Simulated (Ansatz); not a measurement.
# C3H5NO: the cost of one run

Method: RKS r2SCAN-D4/def2-SVP, in Ansatz 0.2.0.

### Step 1. The starting structure

Bond lengths: C1–C2 1.330 Å, C2–C3 1.502 Å, C3–N4 1.429 Å, C3–O5 1.194 Å, C1–H6 1.062 Å, C1–H7 1.095 Å, C2–H8 1.127 Å, N4–H9 0.990 Å, N4–H10 0.946 Å. Angles: C1–C2–C3 121.2°, C1–C2–H8 120.0°, C3–C2–H8 118.8°, C2–C1–H6 123.3°, C2–C1–H7 119.1°, H6–C1–H7 116.8°, C2–C3–N4 109.8°, C2–C3–O5 125.3°, N4–C3–O5 124.8°, C3–N4–H9 109.6°, C3–N4–H10 124.9°, H9–N4–H10 125.4°.

Structure file:

```xyz
10

C    -0.5265   -0.3472    1.7047
C     0.2142    0.0304    0.6667
C    -0.3125   -0.0575   -0.7376
N     0.7077    0.3240   -1.6620
O    -1.4012   -0.4397   -1.0443
H    -0.2216   -0.2229    2.7146
H    -1.5665   -0.6453    1.5362
H     1.2687    0.3929    0.8299
H     0.3505    0.2866   -2.5850
H     1.5704    0.6275   -1.4202
```

### Step 2. Relaxing end A

File input.yaml:

```yaml
crystal:
  periodic: [false, false, false]
  atoms:
    - { symbol: C, position_ang: [-0.5265, -0.3472, 1.7047] }
    - { symbol: C, position_ang: [0.2142, 0.0304, 0.6667] }
    - { symbol: C, position_ang: [-0.3125, -0.0575, -0.7376] }
    - { symbol: "N", position_ang: [0.7077, 0.324, -1.662] }
    - { symbol: O, position_ang: [-1.4012, -0.4397, -1.0443] }
    - { symbol: H, position_ang: [-0.2216, -0.2229, 2.7146] }
    - { symbol: H, position_ang: [-1.5665, -0.6453, 1.5362] }
    - { symbol: H, position_ang: [1.2687, 0.3929, 0.8299] }
    - { symbol: H, position_ang: [0.3505, 0.2866, -2.585] }
    - { symbol: H, position_ang: [1.5704, 0.6275, -1.4202] }
basis:
  gaussian: { orbitals: def2-SVP }
hamiltonian:
  xc: r2scan
  dispersion: d4
relax:
  f_tol: 0.015
  max_steps: 40
```

Command:

```
$ ansatz run input.yaml --threads 2 --pin off --max-ram 3072MiB --backend cpu --events-out ev --progress --plain --runs-dir out
```

**Question.** How long does this run take on 2 threads of Arm Neoverse V1, shared host, and how much memory does it need?

About 27 s, with a peak of 0.19 GiB.
